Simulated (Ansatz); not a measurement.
Basis-set extrapolation for 1,4-dioxane, C₄H₈O₂ (PBE0-D4/def2-TZVP geometry, frozen core, Ansatz 0.2.0). Multiplicity 1, RHF reference.

|  | def2-TZVPP | def2-QZVPP |
| --- | --- | --- |
| HF | -305.950046 | -305.964268 |
| MP2 correlation | -1.145227 | -1.226204 |
| CCSD(T) correlation | -1.232907 | not run |

Energies in hartree. Use E(X) = E(∞) + A·exp(−7.88·√X) for Hartree–Fock and E(X) = E(∞) + B·X^(−2.97) for correlation, with X = 3 and 4, and add CCSD(T) minus MP2 of the smaller set to the MP2 limit.

What is the CCSD(T) energy at the basis-set limit?

HF limit: -305.964268 + (-0.014222) × 0.13774 = -305.96623. MP2 limit: -1.226204 + (-0.080977) × 0.74074 = -1.28619. Higher-order term: -1.232907 − (-1.145227) = -0.08768. Total: -307.34010 hartree, 412.6 kJ/mol below CCSD(T)/def2-TZVPP.
